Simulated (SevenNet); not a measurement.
hcp Zr

All values below come from the machine-learned potential SevenNet-0 (trained on PBE and PBE+U data).

Cell: relaxed at this level.

For hcp Zr, the lattice constant a is 3.219 Å and the lattice parameter c is 5.232 Å. The volume per atom is 23.48 Å³/atom.

Measured, for comparison: lattice constant a 3.232 Å, lattice parameter c 5.148 Å (293 K, no zero-point or thermal correction; as tabulated in Wikipedia's data pages). Computed (rounded) less measured: lattice constant a -0.4 %, lattice parameter c +1.6 %. A static lattice is as a rule a little smaller and stiffer than an uncorrected measurement, which narrows the difference in the lattice constant a and would widen misses of the other sign.

A machine-learned potential is trained on density-functional data: it inherits that level's misses and adds fitting errors of its own.
